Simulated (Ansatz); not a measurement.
# SiN (doublet): wave-function methods side by side at distance Si1–N2 = 5.367 Å, 6-31G

How much of the correlation energy of SiN (doublet) does each wave-function method recover here?

Program: Ansatz 0.2.0, Gaussian basis. Level of theory: 6-31G, core rule «outside noble gas», up to 6 orbitals frozen. These are calculated values, not measurements.

Plan: UHF; CCSD(T) on ROHF; CCSD(T) on UHF; BCCD(T) on ROHF; CISD; CCSDT(Q) on UHF; CISDTQ; CCSDTQ on UHF; CASSCF and MRCISD+Q, 3 electrons in 3 orbitals; CASSCF and NEVPT2, 3 electrons in 3 orbitals; CASSCF and MRCISD+Q, 9 electrons in 8 orbitals; CASSCF and NEVPT2, 9 electrons in 8 orbitals; Full CI; Full CI in the symmetry of the determinant.

28 further runs of the same task are left out: 6 for a known fault of the program, 13 that didn't finish, 9 set aside as unsound or not needed.

### 1 The geometry

The geometry derives from a PBE0/def2-TZVP stationary point (not a proven minimum). One bond is set to the value named and the two fragments are kept rigid.

2 atoms, charge 0, spin multiplicity 2.

Atoms are counted from 1 here; the program's logs count them from 0.

No contacts short enough for the rule that draws bonds.

### 2 UHF

Input file in.yaml:

```yaml
crystal:
  periodic: [false, false, false]
  atoms:
    - {symbol: Si, position_ang: [0.000000, 0.000000, 0.000000]}
    - {symbol: N, position_ang: [0.000000, 0.000000, 5.367000]}
basis:
  gaussian: {orbitals: 6-31G}
magnetization: {spin_polarized: true, initial_magnetization: 1}
hamiltonian: {xc: hf}
output: {orbitals: {seedname: orbitals}}
```

Launch:

```bash
> ansatz run in.yaml --threads 1 --pin off --events-out ev --progress --plain --max-ram 2393MiB
```

After this run come: CCSD(T) on ROHF; CCSD(T) on UHF; BCCD(T) on ROHF; CISD; CCSDT(Q) on UHF; CISDTQ; CCSDTQ on UHF; CASSCF and MRCISD+Q, 3 electrons in 3 orbitals; CASSCF and NEVPT2, 3 electrons in 3 orbitals; CASSCF and MRCISD+Q, 9 electrons in 8 orbitals; CASSCF and NEVPT2, 9 electrons in 8 orbitals; Full CI; Full CI in the symmetry of the determinant.

Before running them: what should the planned runs give, taken together? Wanted: FCI below the RHF energy; RMP2 from FCI; UMP2 from FCI; RCCSD from FCI; RCCSD(T) from FCI; UCCSD(T) from FCI; UCCSDT(Q) from FCI; NEVPT2 valence from FCI; MRCISD+Q valence from FCI.

As calculated:

| quantity | value |
| --- | --- |
| FCI below the RHF energy | -7.0536 eV |
| RMP2 from FCI | -14572.8 meV |
| UMP2 from FCI | +442.5 meV |
| RCCSD from FCI | +17.8 meV |
| RCCSD(T) from FCI | -71.4 meV |
| UCCSD(T) from FCI | -0.5 meV |
| UCCSDT(Q) from FCI | -3.3 meV |
| NEVPT2 valence from FCI | +442.2 meV |
| MRCISD+Q valence from FCI | -4.1 meV |
| levels within 1 kcal/mol (43 meV) | RCCSD, UCCSD, UCCSD(T), BCCD(T), UCCSDT, UCCSDT(Q), UCCSDTQ, MRCISD valence, MRCISD+Q valence |
| T1 diagnostic | 0.480 |
| effectively unpaired electrons | 5.01 |

RCCSD(T) lands -71.4 meV from the yardstick (1.0 % of the correlation energy). CCSD(T) misses by -71.4 meV on the restricted determinant and by -0.5 meV on the unrestricted one; the two need not hold the same state or core. RMP2, RCCSD(T), UCCSDT, UCCSDT(Q), UCCSDTQ, MRCISD+Q valence fall below full CI: unrestricted runs freeze a spin-polarised core, another one than full CI's, and coupled cluster isn't variational. The occupations show strong static correlation (5.0 unpaired electrons where one determinant has 1). Coupled cluster on one determinant still stays close here. Of the multireference levels listed MRCISD+Q valence comes nearest in total energy (-4.1 meV), which doesn't show that its space is the better one. Coupled cluster took another determinant than the lowest Hartree-Fock one. These misses are within one basis, not against nature; the frozen cores of restricted and unrestricted runs differ, which can shift their rows.
